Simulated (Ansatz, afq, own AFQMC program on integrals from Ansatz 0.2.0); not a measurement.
## Si2H3, doublet: AFQMC among the cluster methods

```yaml
atoms:
  - { symbol: Si, position_ang: [0.0048, 0.0000, 1.3736] }
  - { symbol: Si, position_ang: [0.0074, 0.0000, -1.5784] }
  - { symbol: H, position_ang: [0.5684, 1.2062, 2.0453] }
  - { symbol: H, position_ang: [-1.4765, 0.0000, 1.6155] }
  - { symbol: H, position_ang: [0.5685, -1.2062, 2.0453] }
```

Connectivity, by distances: SiH3 ··· Si.

Basis cc-pVDZ. Noble-gas cores (and the filled d shells of Ga–Kr and In–Xe) are frozen. AFQMC by an in-house program on the Cholesky factors that Ansatz 0.2.0 writes for its CCSD(T) run. ph-AFQMC/CISD is guided by a CISD state made of CCSD amplitudes; releasing the constraint for a short imaginary time cuts its bias at the price of noise, slowly where states lie close. Uncertainties: one standard error, sampling alone.

Determinant: UHF, the one that the program's search chose, which needn't be the lowest solution. The geometry is a point of a scan.

No full CI on the walks' own integrals is used here; CCSDT(Q) serves as the reference and is uncertain by about the last step of the cluster series.

Cautions: unrestricted determinant spin contaminated (⟨S²⟩ 0.87 against 0.75).

```
T1 diagnostic                               : 0.0367
weight of the determinant in the CISD state : 0.829
⟨S²⟩ of the determinant                     : 0.869
size of the correlated space                : 11 electrons in 41 orbitals
```

```tsv
level	correlation energy (eV)
MP2	-4.4021
CCSD	-5.7257
CCSD(T)	-5.8956
```

**Question.** Estimate where AFQMC with the constraint released lies against CCSD(T) on the same integrals.

**Answer.** 1.28 ± 0.39 kcal/mol below CCSD(T).

Reference: CCSDT(Q), correlation energy -5.950 eV. The released energy is read at 2.40 1/Eh (meV from the phaseless value at times in 1/Eh: -1 ± 11 at 0.24, 4 ± 14 at 0.51, -15 ± 16 at 0.99, -35 ± 16 at 1.62, -40 ± 17 at 2.40).

| level | E − E(reference) (kcal/mol) | share of correlation (%) |
| --- | --- | --- |
| CCSD(T) | 1.26 | 99.08 |
| CCSDT | 0.22 | 99.84 |
| ph-AFQMC/HF | 3.66 ± 1.19 | 97.33 |
| ph-AFQMC/CISD | 0.91 ± 0.20 | 99.33 |
| released AFQMC | -0.01 ± 0.39 | 100.01 |

A walk keeps the symmetry of its determinant, which the program's search chose and which needn't be the lowest solution, so a lower state of the same spin and another symmetry isn't excluded. Released energies are given only where the last usable release times agree within the noise; a slower fall can still hide under it.
